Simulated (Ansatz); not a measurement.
Reaction (SMILES): O([SiH3])[SiH](Cl)Cl [dichloro(silyloxy)silane] -> [SiH3] (SiH3) + [O][SiH](Cl)Cl (the O-Si bond breaks)

Wanted: bond dissociation energy (electronic), in kcal/mol. Conventions: valence correlation only; open shells spin-unrestricted; no spin-orbit coupling; 6-311+G** with 5d, 6d on Na to Ar in Ansatz (a program for electronic structure); dispersion terms only where a functional's name holds one; non-relativistic. Basis-set limits of correlation are two-point, X^-3; Hartree-Fock from the larger set. Ab initio and DFT rows: single points at B3LYP-D3(BJ) geometries (Ansatz).

```
species             coefficient  E at B3LYP/6-311+G** (Ansatz), Eh  E at wB97M-V/def2-TZVPD (Ansatz), Eh
------------------  -----------  ---------------------------------  ------------------------------------
[SiH3]O[SiH](Cl)Cl           -1                        -1577.32969                           -1577.18527
[SiH3] (SiH3)                +1                         -291.26164                            -291.19666
[O][SiH](Cl)Cl               +1                        -1285.86976                           -1285.77179
```

Coupled cluster (Ansatz) is a level with limits of its own, used here on species with T1 under 0.025 (0.045 for open shells) and stable references: CCSD(T)/CBS(cc-pV(T+d)Z,cc-pV(Q+d)Z). Value to compare with, CCSD(T)/CBS(cc-pV(T+d)Z,cc-pV(Q+d)Z) (Ansatz): 138.9 kcal/mol. 1 Eh = 627.5095 kcal/mol.

Task: Work the quantity out at each level, and compare with CCSD(T)/CBS(cc-pV(T+d)Z,cc-pV(Q+d)Z) (Ansatz).

Result: 
- B3LYP/6-311+G**: the sum of coefficient times E is 0.19829 Eh, or 124.43 kcal/mol. Result: 124.4 kcal/mol. Its difference against CCSD(T)/CBS(cc-pV(T+d)Z,cc-pV(Q+d)Z) (Ansatz) is -14.5 kcal/mol.
- wB97M-V/def2-TZVPD: the sum of coefficient times E is 0.21682 Eh, or 136.06 kcal/mol. Result: 136.1 kcal/mol. Its difference against CCSD(T)/CBS(cc-pV(T+d)Z,cc-pV(Q+d)Z) (Ansatz) is -2.8 kcal/mol.
